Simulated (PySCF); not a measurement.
# C4H6F+ (SMILES C=C[CH+]CF): levels of theory compared

We compute a comparison of 6 runs (HF/STO-3G, HF/3-21G, B3LYP/6-31G*, B2PLYP/cc-pVDZ, PBE0/def2-SVP) of C4H6F+. 

The calculation is run with PySCF 2.14.0.

### Step 1. The molecule

The species is C4H6F+ (11 atoms), meant as a singlet with charge +1. SMILES: `C=C[CH+]CF`. Geometry: relaxed at GFN2-xTB. This is one conformer, not always the lowest.

Bond lengths: C1–C2 1.362 Å, C2–C3 1.396 Å, C3–C4 1.443 Å, C4–F5 1.345 Å, C1–H6 1.082 Å, C1–H7 1.081 Å, C2–H8 1.084 Å, C3–H9 1.089 Å, C4–H10 1.111 Å, C4–H11 1.111 Å. Some angles: C1–C2–C3 120.9°, C2–C3–C4 124.7°, C3–C4–F5 113.5°, C1–C2–H8 119.9°, C3–C2–H8 119.2°, C2–C1–H6 121.8°, C2–C1–H7 121.3°, C2–C3–H9 119.1°, C4–C3–H9 116.3°, C3–C4–H10 111.6°.

### Step 2. Energy and gradient at HF/STO-3G (run 1)

Input file geometry.xyz:

```xyz
11

C      0.419810    -1.398970     1.438440
C      0.321030    -0.818160     0.210330
C     -0.205240     0.466490     0.064920
C     -0.347410     1.157560    -1.193520
F     -0.883800     2.384750    -1.073500
H      0.097130    -0.891020     2.337720
H      0.825890    -2.393670     1.558970
H      0.654720    -1.356070    -0.669480
H     -0.538770     1.005180     0.951030
H      0.627710     1.262030    -1.715060
H     -0.971070     0.581890    -1.909860
```

Input file job.py:

```python
from pyscf import gto

system = gto.M(
    atom='geometry.xyz',
    max_memory=1860,
    spin=0,
    basis='sto-3g',
    verbose=3,
    charge=1,
)

mf = system.RHF()
mf.conv_tol = 1e-10
mf.kernel()
if not mf.converged:
    mf = mf.newton().run(mf.mo_coeff, mf.mo_occ)

e_tot = mf.e_tot
print('E(%s) = %.9f' % ('HF', e_tot))
grad = mf.nuc_grad_method().kernel()
dip = mf.dip_moment()
pop, q = mf.mulliken_pop()
```

The run is started by

```
$ OMP_NUM_THREADS=1 python job.py
```

Standard output:

```text
converged SCF energy = -250.84213009677
E(HF) = -250.842130097
--------------- RHF gradients ---------------
         x                y                z
0 C     0.0029951309    -0.0085189962     0.0054439539
1 C    -0.0049950743     0.0084466923     0.0108626844
2 C    -0.0083257320     0.0330874934    -0.0470043546
3 C    -0.0052640424    -0.0115953403     0.0831391809
4 F     0.0205268064    -0.0445354873    -0.0128568961
5 H     0.0040293377    -0.0060403337    -0.0122804581
6 H    -0.0057587241     0.0140590631    -0.0017767821
7 H     0.0002109856    -0.0004280588     0.0003710741
8 H     0.0037650692    -0.0058502021    -0.0106224825
9 H    -0.0041974811     0.0104177768    -0.0076878883
10 H    -0.0029862760     0.0109573928    -0.0075880316
----------------------------------------------

WARN: System has nonzero charge 1; the dipole moment is origin-dependent.
Location of origin: [0. 0. 0.]

Dipole moment(X, Y, Z, Debye):  0.65400, -2.13273,  2.10798
 ** Mulliken pop  **
pop of  0 C 1s            1.99355
pop of  0 C 2s            1.23925
pop of  0 C 2px           0.63201
pop of  0 C 2py           1.02095
pop of  0 C 2pz           1.04270
pop of  1 C 1s            1.99257
pop of  1 C 2s            1.10667
pop of  1 C 2px           1.06279
pop of  1 C 2py           0.93552
pop of  1 C 2pz           0.98913
pop of  2 C 1s            1.99359
pop of  2 C 2s            1.23811
pop of  2 C 2px           0.56327
pop of  2 C 2py           0.96779
pop of  2 C 2pz           1.07555
pop of  3 C 1s            1.99226
pop of  3 C 2s            1.15380
pop of  3 C 2px           1.04988
pop of  3 C 2py           0.84728
pop of  3 C 2pz           0.94432
pop of  4 F 1s            1.99905
pop of  4 F 2s            1.94459
pop of  4 F 2px           1.85119
pop of  4 F 2py           1.34966
pop of  4 F 2pz           1.96007
pop of  5 H 1s            0.83846
pop of  6 H 1s            0.82278
pop of  7 H 1s            0.86220
pop of  8 H 1s            0.82658
pop of  9 H 1s            0.85220
pop of  10 H 1s           0.85223
 ** Mulliken atomic charges  **
charge of    0C =      0.07153
charge of    1C =     -0.08668
charge of    2C =      0.16170
charge of    3C =      0.01247
charge of    4F =     -0.10456
charge of    5H =      0.16154
charge of    6H =      0.17722
charge of    7H =      0.13780
charge of    8H =      0.17342
charge of    9H =      0.14780
charge of   10H =      0.14777
```

It took 6 s on 1 thread of AMD EPYC (Zen 3), shared host; peak memory 0.12 GiB.

### Step 3. Energy and forces at HF/3-21G (run 2)

Input file job.py:

```python
from pyscf import gto

mol = gto.Mole()
mol.atom = '''
C        0.419810      -1.398970       1.438440
C        0.321030      -0.818160       0.210330
C       -0.205240       0.466490       0.064920
C       -0.347410       1.157560      -1.193520
F       -0.883800       2.384750      -1.073500
H        0.097130      -0.891020       2.337720
H        0.825890      -2.393670       1.558970
H        0.654720      -1.356070      -0.669480
H       -0.538770       1.005180       0.951030
H        0.627710       1.262030      -1.715060
H       -0.971070       0.581890      -1.909860
'''
mol.basis = '3-21g'
mol.charge = 1
mol.max_memory = 1860
mol.verbose = 3
mol.build()

mf = mol.RHF()
mf.conv_tol = 1e-10
mf.kernel()
if not mf.converged:
    mf = mf.newton().run(mf.mo_coeff, mf.mo_occ)

e_final = mf.e_tot
print('E(%s) = %.9f' % ('HF', e_final))
grad = mf.nuc_grad_method().kernel()
mf.analyze()
```

The run is started by

```
$ OMP_NUM_THREADS=1 python job.py
```

Standard output:

```text
converged SCF energy = -252.675250842698
[... 10 lines left out ...]
MO #1   energy= -26.3296307226456  occ= 2
[... 6 lines left out ...]
MO #8   energy= -1.25081714043852  occ= 2
[... 6 lines left out ...]
MO #15  energy= -0.832066528237611 occ= 2
[... 6 lines left out ...]
MO #22  energy= 0.0523026345175386 occ= 0
[... 6 lines left out ...]
MO #29  energy= 0.276750911223238  occ= 0
[... 6 lines left out ...]
MO #36  energy= 0.771791425693371  occ= 0
[... 6 lines left out ...]
MO #43  energy= 1.05597047872126   occ= 0
[... 6 lines left out ...]
MO #50  energy= 1.51051048143172   occ= 0
[... 6 lines left out ...]
MO #57  energy= 3.91174696225476   occ= 0
[... 13 lines left out ...]
WARN: System has nonzero charge 1; the dipole moment is origin-dependent.
Location of origin: [0. 0. 0.]

Dipole moment(X, Y, Z, Debye):  1.06201, -3.09994,  2.13767
```

Run time: 5.7 s. Hardware: 1 thread of AMD EPYC (Zen 3), shared host; peak memory 0.13 GiB.

Runs 3 to 4 aren't shown in full; the table further down has their settings and results.

### Step 4. The energy at B2PLYP/cc-pVDZ (run 5)

Input file input.py:

```python
from pyscf import gto, dft, mp

molecule = gto.M(
    atom=[
    ('C', (0.419810, -1.398970, 1.438440)),
    ('C', (0.321030, -0.818160, 0.210330)),
    ('C', (-0.205240, 0.466490, 0.064920)),
    ('C', (-0.347410, 1.157560, -1.193520)),
    ('F', (-0.883800, 2.384750, -1.073500)),
    ('H', (0.097130, -0.891020, 2.337720)),
    ('H', (0.825890, -2.393670, 1.558970)),
    ('H', (0.654720, -1.356070, -0.669480)),
    ('H', (-0.538770, 1.005180, 0.951030)),
    ('H', (0.627710, 1.262030, -1.715060)),
    ('H', (-0.971070, 0.581890, -1.909860)),
],
    spin=0,
    verbose=3,
    max_memory=1860,
    basis='cc-pvdz',
    charge=1,
)

mf = dft.RKS(molecule)
mf.xc = '0.53*HF + 0.47*B88, 0.73*LYP'
mf.grids.level = 5
mf.conv_tol = 1e-10
mf.kernel()
if not mf.converged:
    mf = mf.newton().run(mf.mo_coeff, mf.mo_occ)

pt = mp.MP2(mf, frozen=5).run()
e_tot = mf.e_tot + 0.27 * pt.e_corr
print('PT2 part  %.8f' % (0.27 * pt.e_corr))
print('Final energy', e_tot)
dip = mf.dip_moment()
pop, q = mf.mulliken_pop()
```

The run is started by

```
$ OMP_NUM_THREADS=1 python input.py
```

Standard output:

```text
converged SCF energy = -255.051955861838
E(RMP2) = -255.8971464643  E_corr = -0.845190602462719
E(SCS-RMP2) = -255.885970773528  E_corr = -0.834014911690736
PT2 part  -0.22820146
Final energy -255.2801573245026

WARN: System has nonzero charge 1; the dipole moment is origin-dependent.
Location of origin: [0. 0. 0.]

Dipole moment(X, Y, Z, Debye):  0.92020, -2.62798,  1.64428
[... 112 lines left out ...]
charge of   10H =      0.12328
```

Wall time 53 s (1 thread of AMD EPYC (Zen 3), shared host); peak memory 0.51 GiB.

### Step 5. Energy and forces at PBE0/def2-SVP (run 6)

Input file job.py:

```python
import pyscf.grad
from pyscf import gto, dft

system = gto.M(
    atom='''
C      0.419810    -1.398970     1.438440
C      0.321030    -0.818160     0.210330
C     -0.205240     0.466490     0.064920
C     -0.347410     1.157560    -1.193520
F     -0.883800     2.384750    -1.073500
H      0.097130    -0.891020     2.337720
H      0.825890    -2.393670     1.558970
H      0.654720    -1.356070    -0.669480
H     -0.538770     1.005180     0.951030
H      0.627710     1.262030    -1.715060
H     -0.971070     0.581890    -1.909860
''',
    spin=0,
    charge=1,
    basis='def2-svp',
    verbose=3,
    max_memory=1860,
)

myscf = dft.RKS(system)
myscf.xc = 'pbe0'
myscf.grids.level = 5
myscf.conv_tol = 1e-10
myscf.kernel()
if not myscf.converged:
    myscf = myscf.newton().run(myscf.mo_coeff, myscf.mo_occ)

e_final = myscf.e_tot
print('Final energy', e_final)
grad = myscf.Gradients().kernel()
dip = myscf.dip_moment()
pop, q = myscf.mulliken_pop()
```

The run is started by

```
$ OMP_NUM_THREADS=1 python job.py
```

Standard output:

```text
converged SCF energy = -255.040511050926
Final energy -255.0405110509264
--------------- RKS gradients ---------------
         x                y                z
0 C     0.0014445032    -0.0035172732     0.0006512821
1 C     0.0008614415    -0.0038279392     0.0054666331
2 C    -0.0029293795     0.0077368511    -0.0025801185
[... 7 lines of this table left out ...]
10 H    -0.0003921031     0.0079115428    -0.0007403477
----------------------------------------------

WARN: System has nonzero charge 1; the dipole moment is origin-dependent.
Location of origin: [0. 0. 0.]

Dipole moment(X, Y, Z, Debye):  0.87486, -2.42270,  1.29809
[... 112 lines left out ...]
charge of   10H =      0.15007
```

Wall time 80 s (1 thread of AMD EPYC (Zen 3), shared host); peak memory 1 GiB.

### Step 6. The series

| run | level | integration grid | Cartesian functions | energy (Eh) | HOMO energy (eV) | LUMO energy (eV) | HOMO–LUMO gap (eV) | wall time |
| --- | --- | --- | --- | --- | --- | --- | --- | --- |
| 1 | HF/STO-3G | – | no | -250.842130 | -16.20 | -4.26 | 11.94 | 6 s |
| 2 | HF/3-21G | – | no | -252.675251 | -17.43 | -5.90 | 11.53 | 5.7 s |
| 3 | B3LYP/6-31G* (spherical functions) | 5 | no | -255.519191 | -14.22 | -9.79 | 4.43 | 65 s |
| 4 | B3LYP/6-31G* (Cartesian functions) | 5 | yes | -255.523304 | -14.23 | -9.79 | 4.43 | 72 s |
| 5 | B2PLYP/cc-pVDZ | 5 | no | -255.280157 | -15.70 | -8.24 | 7.46 | 53 s |
| 6 | PBE0/def2-SVP | 5 | no | -255.040511 | -14.67 | -9.81 | 4.86 | 80 s |

### Step 7. Outcome

| quantity | value |
| --- | --- |
| run 6: total energy | -255.04051 Eh |
| run 6: HOMO energy | -14.67 eV |
| run 6: LUMO energy | -9.81 eV |
| run 6: HOMO–LUMO gap | 4.86 eV |
| run 6: largest force on an atom | 1.149 eV/Å |

**Reading.** The HOMO–LUMO gap runs from 4.43 eV (B3LYP/6-31G*) to 11.94 eV (HF/STO-3G). The two ends differ in method and basis. Totals of different functionals can't be ranked against each other. In run 1 the basis is minimal, so the values are rough. All runs together took 4.7 min, the longest 80 s.
